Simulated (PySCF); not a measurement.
Si(NH2)2H2.
Structure used (PBE0-D3(BJ)/def2-SVP), in Å, numbered top down from 1:
```xyz
9
H6N2Si angstrom
Si    -0.4457    0.0124   -0.3275
N     -0.4629    0.1033    1.3931
H     -0.0536   -0.6248    1.9664
H     -1.1972    0.6028    1.8789
N      1.1902   -0.1250   -0.8536
H      1.8822    0.5806   -0.6310
H      1.4095   -0.6123   -1.7138
H     -1.2122    1.2346   -0.7436
H     -1.1102   -1.1716   -0.9689
```

Theory: TDDFT CAM-B3LYP/def2-SVPD, vertical, gas phase, core orbitals frozen in the response in PySCF 2.14.0, density-fitted response routines.

Ground-to-excited transition dipoles (e·a0, same axes as the geometry; the sign carries no meaning), for the states with f of 0.002 or more among the lowest 9:

| state | E (eV) | μx | μy | μz |
| --- | --- | --- | --- | --- |
| S1 | 6.570 | 0.197 | 0.291 | -0.235 |
| S2 | 6.686 | 0.380 | -0.018 | 0.291 |
| S3 | 7.389 | -0.092 | -0.011 | -0.091 |
| S4 | 7.615 | 0.310 | -0.330 | -0.422 |
| S5 | 7.941 | -0.116 | 0.401 | 0.172 |
| S7 | 8.406 | -0.199 | -0.252 | 0.277 |
| S9 | 8.521 | 0.149 | 0.364 | -0.114 |

What oscillator strength does each state have?

f = (2/3) ΔE |μ|² with ΔE in hartree (27.2114 eV).

```json
{"state": "S1", "|μ|² (au)": "0.179", "|μ| (D)": "1.07", "f": "0.029"}
{"state": "S2", "|μ|² (au)": "0.229", "|μ| (D)": "1.22", "f": "0.038"}
{"state": "S3", "|μ|² (au)": "0.017", "|μ| (D)": "0.33", "f": "0.003"}
{"state": "S4", "|μ|² (au)": "0.383", "|μ| (D)": "1.57", "f": "0.071"}
{"state": "S5", "|μ|² (au)": "0.204", "|μ| (D)": "1.15", "f": "0.040"}
{"state": "S7", "|μ|² (au)": "0.180", "|μ| (D)": "1.08", "f": "0.037"}
{"state": "S9", "|μ|² (au)": "0.168", "|μ| (D)": "1.04", "f": "0.035"}
```

What is the point group, and which symmetry does each of these states have?

C2. Polarised along the twofold axis, so A: S2 and S3. Polarised across the twofold axis, so B: S1, S4, S5, S7 and S9.

What angle do the transition dipoles of S1 and S2 make?

|cos θ| = |μa·μb| / (|μa| |μb|) = 0.01, so θ ≈ 90° (taken between 0 and 90°, since the signs are arbitrary).

What peak molar absorption coefficient would the strongest computed level give as a lone Gaussian band 0.5 eV wide at half height?

ε(max) = 2.175×10⁸ f / FWHM, with the width in cm⁻¹. S4: 2.175×10⁸ × 0.0714 / 4033 ≈ 3900 L mol⁻¹ cm⁻¹.

One conformer stands for the species.

Without π bonds the low states may be Rydberg-like; a valence basis with one diffuse set may place them up to an eV too high.
